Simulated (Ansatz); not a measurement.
**Question.** Name a neutral molecule of C and H with vertical ionisation energy (CCSD(T)/CBS(def2)) between 10.10 and 10.40 eV and HOMO–LUMO gap (PBE0/def2-TZVPP) between 8.45 and 8.75 eV (Ansatz, PBE0-D4/def2-TZVP geometry).

**Answer.** `C#CCCCC` (10.32 eV, 8.56 eV); `C#CC(C)(C)C` (10.26 eV, 8.72 eV). Other molecules can fit too; these were computed, each in one conformer that needn't be the lowest.
